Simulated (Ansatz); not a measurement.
```yaml
crystal:
  periodic: [false, false, false]
  atoms:
    - {symbol: Mg, position_ang: [-0.734135, -0.420231, 1.449906]}
    - {symbol: Mg, position_ang: [1.358369, -1.054968, -0.215332]}
    - {symbol: Mg, position_ang: [-0.907003, 1.313318, -0.675964]}
    - {symbol: H, position_ang: [-1.952795, 0.935366, 1.093868]}
    - {symbol: H, position_ang: [2.759066, -1.585360, -1.189324]}
    - {symbol: H, position_ang: [0.584935, -1.717950, 1.609915]}
    - {symbol: H, position_ang: [-1.152997, 2.504494, -1.984629]}
    - {symbol: H, position_ang: [-0.686175, -0.779353, -0.631881]}
    - {symbol: H, position_ang: [0.730735, 0.804673, 0.543440]}
basis:
  gaussian: {orbitals: def2-SVPD}
total_charge: -1
magnetization: {spin_polarized: true, initial_magnetization: 1}
hamiltonian: {xc: {name: BLYP}}
scf: {lower_state_search: full}
output: {forces: true}
```

```sh
$ ansatz run in.yaml --threads 4 --pin off --events-out ev --progress --plain --max-ram 3916MiB
```

It prints (some lines left out):

```
Functional definition: BLYP
1008 factors; their error is unknown
mean field evaluation 1: about -16421.7205 eV, gradient 1.7e1 eV
mean field evaluation 2: about -16422.1722 eV, gradient 1.4e1 eV
mean field evaluation 4: about -16424.5954 eV, gradient 4.6e-1 eV
mean field evaluation 8: about -16424.5530 eV, gradient 5.0e-2 eV
mean field evaluation 16: about -16421.6764 eV, gradient 1.7e1 eV
mean field evaluation 32: about -16424.0698 eV, gradient 1.4e0 eV
mean field -16424.55305497 eV, -603.5911918082 hartree, gradient 1.4e-5 eV, S^2 0.751146; 6 other end points of the search recorded, 0 dependent functions left out
reference -16424.55344992 eV, -603.5912063225 hartree; 22, 21 occupied and 89, 90 virtual orbitals, 1008 factors
Total energy: -16424.55344992 eV, -603.5912063225 hartree
Atom 0 at    -0.734135    -0.420231     1.449906 Å, force    -0.519969    -0.297799     1.026837 eV/Å
Atom 1 at     1.358369    -1.054968    -0.215332 Å, force    -0.206824    -0.123497     0.415116 eV/Å
Atom 2 at    -0.907003     1.313318    -0.675964 Å, force    -0.213009    -0.116668     0.413823 eV/Å
Atom 3 at    -1.952795     0.935366     1.093868 Å, force     0.304683     0.376575    -0.874741 eV/Å
Atom 4 at     2.759066    -1.585360    -1.189324 Å, force    -0.302807     0.186479     0.114054 eV/Å
Atom 5 at     0.584935    -1.717950     1.609915 Å, force     0.554906     0.115398    -0.823898 eV/Å
Atom 6 at    -1.152997     2.504494    -1.984629 Å, force     0.141964    -0.278657     0.204481 eV/Å
Atom 7 at    -0.686175    -0.779353    -0.631881 Å, force     0.203052     0.161620    -0.169165 eV/Å
Atom 8 at     0.730735     0.804673     0.543440 Å, force     0.038004    -0.023450    -0.306505 eV/Å
Dipole moment:     0.273565     0.156706    -0.539569 e Å
```

Hardware: 4 threads of Arm Neoverse V2 on a shared host. Wall time 4.3 s.

The dipole of an ion depends on the origin.
